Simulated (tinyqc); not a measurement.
UHF in the sto-3g basis, for LiH, spin multiplicity 3, step by step. This run ends on a higher stationary point, not on the lowest solution. One step of it, computed by the program tinyqc.

Task: Iteration 3: DIIS coefficients. Solve [B -1; -1 0][c; lambda] = [0; -1] for the coefficients, which sum to one.

B (overlaps of the stored error matrices):
```
               1              2
1  5.8143422e-02  1.8571111e-02
2  1.8571111e-02  1.6406449e-02
```

Give: DIIS coefficients.

Result:

DIIS coefficients: -0.0579  1.0579
